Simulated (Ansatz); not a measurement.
System: bcc Li. Method: LDA (PAW; Ansatz, a quantum-chemistry and plane-wave program).

Numerical settings: plane-wave cutoff 520 eV, 22×22×22 k mesh, Fermi–Dirac smearing 0.05 eV, scalar-relativistic PAW data made under PBE.

Cell (relaxed at this level):

Li is modelled in the cubic space group Im-3m (No. 229), the bcc (W type) structure, Pearson symbol cI2. Conventional cell: a = 3.3627 Å, b = 3.3627 Å, c = 3.3627 Å, α = 90.00°, β = 90.00°, γ = 90.00°. Li on 2a sees 8 Li at 2.912 Å and 6 Li at 3.363 Å. (Neighbours: up to the widest gap in distance over summed covalent radii, below 1.35, at either atom.)
(The calculation used a cell of 1 atom; values per cell refer to that cell.)

**Question.** Give the computed bulk modulus B0 and pressure derivative B′ of the bulk modulus.

**Answer.** 
- bulk modulus B0: 15.1 GPa
- pressure derivative B′ of the bulk modulus: 3.4

The run finds no gap.

Measured, for comparison: bulk modulus 13.8 GPa (corrected for temperature and zero-point phonon effects, our sources range from 13.1 to 13.9; as tabulated in Levämäki et al. (2014), arXiv:1402.3671). Computed (rounded) less measured: bulk modulus +9 % (+9 % to +15 % over the range).

Static lattice: no zero-point or thermal effects.
